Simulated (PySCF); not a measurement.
Z-matrix (Å, degrees):
```
N
H 1 1.0357
H 1 1.0357 2 100.93
```
Charge 0, spin multiplicity 2.

**Question.** Give the dipole moment, highest occupied spin orbital and total energy at the level PySCF with r2SCAN-D4/def2-TZVP // r2SCAN-D4/def2-SVP.

**Answer.** 
```yaml
dipole_moment: 1.96 D
highest_occupied_spin_orbital: -7.49 eV
total_energy: -55.8701 Ha
```
